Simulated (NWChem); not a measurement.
## Atomisation of butadiene (C₄H₆)

```xyz
10

C     -1.7330    -0.6648     0.0000
C     -0.7024     0.1966     0.0000
C      0.7024    -0.1966     0.0000
C      1.7330     0.6648     0.0000
H     -1.5703    -1.7476     0.0000
H     -2.7696    -0.3187     0.0000
H     -0.9049     1.2749     0.0000
H      0.9049    -1.2749     0.0000
H      2.7696     0.3187     0.0000
H      1.5703     1.7476     0.0000
```
Charge 0, spin multiplicity 1.

All runs are NWChem calculations. All single points use one geometry, from B3LYP/def2-SVP, a minimum by its harmonic frequencies. It is one conformer; others weren't searched.

Basis set: def2-TZVP. The atomisation energy is electronic alone: no zero-point, thermal, spin-orbit or counterpoise terms. No value is extrapolated to the basis-set limit. Free atoms are single determinants with multiplicities C 3, H 2.

B3LYP has NWChem's definition, with VWN1-RPA local correlation. No SCF solution was tested for a lower state. Open-shell Hartree-Fock references start from PBE0 orbitals.

Question: Order these methods by the atomisation energy they give, lowest first: HF, LDA (SVWN5), PBE0, B3LYP, PBE.

Answer: HF (759.0 kcal/mol), B3LYP (1008.0 kcal/mol), PBE0 (1016.6 kcal/mol), PBE (1033.9 kcal/mol), LDA (SVWN5) (1149.4 kcal/mol)
